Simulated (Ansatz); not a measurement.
The inner images of a band of AlH₃O (5 atoms, charge 0, multiplicity 1) are given out of order.

Method: RKS PBE/def2-TZVP (Ansatz 0.2.0).

Image 0:

```xyz
5
Properties=species:S:1:pos:R:3
Al -0.374 0.288 -0.207
H 0.429 1.179 -1.259
O 0.464 -0.859 0.753
H 1.421 -0.975 0.672
H -1.939 0.367 0.041
```

Image 6:

```xyz
5
Properties=species:S:1:pos:R:3
Al -0.773 -0.332 0.489
H 1.112 0.808 -1.031
O 0.165 -1.360 1.312
H 1.302 0.265 -0.533
H -1.806 0.619 -0.237
```

Problem. Put them in order from the first end to the last, with their energies above the first end.
A.
```xyz
5
Properties=species:S:1:pos:R:3
Al -0.496 0.137 -0.031
H 0.647 0.808 -0.933
O 0.592 -0.924 0.790
H 1.294 -0.507 0.232
H -2.037 0.486 -0.057
```
B.
```xyz
5
Properties=species:S:1:pos:R:3
Al -0.680 -0.237 0.375
H 0.997 0.692 -0.890
O 0.375 -1.215 1.121
H 1.164 0.132 -0.372
H -1.856 0.628 -0.234
```
C.
```xyz
5
Properties=species:S:1:pos:R:3
Al -0.442 0.223 -0.129
H 0.557 0.989 -1.096
O 0.498 -0.897 0.784
H 1.398 -0.744 0.446
H -2.011 0.429 -0.006
```
D.
```xyz
5
Properties=species:S:1:pos:R:3
Al -0.588 -0.108 0.228
H 0.880 0.607 -0.780
O 0.553 -1.059 0.927
H 1.101 -0.031 -0.197
H -1.946 0.591 -0.179
```
E.
```xyz
5
Properties=species:S:1:pos:R:3
Al -0.548 0.010 0.105
H 0.748 0.672 -0.815
O 0.670 -0.949 0.793
H 1.138 -0.269 0.029
H -2.008 0.536 -0.111
```

Solution. C (+3.0 kcal/mol), A (+13.0 kcal/mol), E (+36.4 kcal/mol), D (+56.6 kcal/mol), B (+52.7 kcal/mol).

The run took 23 s on 2 threads of Arm Neoverse V2, on a shared host, peak memory 0.12 GiB.
